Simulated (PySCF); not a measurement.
Fill in the blanks.

Species: the chloronium Ion, H₂Cl (charge +1).
SMILES: `[ClH2+]`

```tsv
property	level	value
point group	PBE0-D3(BJ)/def2-TZVP	?
rotational constants A, B, C	PBE0-D3(BJ)/def2-TZVP	?
HOMO energy	B97-2/pcSseg-2	-18.63 eV
LUMO energy	B97-2/pcSseg-2	?
1H chemical shifts (computed TMS as zero) by class	GIAO B97-2/pcSseg-2	?
isotropic shieldings of nuclei other than C and H, by class	GIAO B97-2/pcSseg-2	?
```

Gas-phase values; electronic properties from PySCF, density fitting. Geometry: PBE0-D3(BJ)/def2-TZVP; no solvent, vibrations or thermal averaging.

Question: What is the LUMO energy?

Answer: -8.24 eV.

Question: What is the point group?

Answer: C2v.

Question: What are the rotational constants A, B, C?

Answer: 335.608, 270.585, 149.804 GHz.

Question: The 1H chemical shifts (computed TMS as zero) by class?

Answer: 7.32 (2 H) ppm.

Question: The isotropic shieldings of nuclei other than C and H, by class?

Answer: 786 (1 Cl) ppm.

With B = h/(8π²I), that is 505.379 GHz u Å² over I, the principal moments of inertia are 1.51, 1.87 and 3.37 u Å² (most abundant isotopes). The rotational constants make it an asymmetric top with κ = (2B − A − C)/(A − C) = 0.30, nearer the oblate limit (+1).
